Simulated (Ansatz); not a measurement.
The cluster P4⁺, relaxed as a doublet with UKS PBE-D4/def2-TZVP in Ansatz, starting from the GFN2-xTB geometry. Force threshold 0.02 eV/Å.

The structure comes from a short search, and lower isomers may exist.

Start:

```xyz
4

P    -0.268   -1.310    0.319
P     1.067    0.324    0.806
P     0.414    0.353   -1.263
P    -1.214    0.633    0.139
```

| step | energy (eV) | largest force component (eV/Å) | SCF passes |
| --- | --- | --- | --- |
| 1 | -37132.2523 | 0.185 | 17 |
| 2 | -37132.2538 | 0.066 | 20 |
| 3 | -37132.2540 | 0.005 | 17 |

Force components are those of the run's own axes.

End:

```xyz
4

P    -0.2708   -1.3153    0.3213
P     1.0716    0.3257    0.8066
P     0.4173    0.3555   -1.2671
P    -1.2181    0.6340    0.1392
```

By distances, no bond broke or formed. The bond that changes most is P1–P3, from 2.40 to 2.41 Å (atoms count from 1).

No frequencies were taken in this run, so the end may be a saddle point.

Hardware: 4 threads of Intel Xeon on a shared host. Wall time 7.5 s.
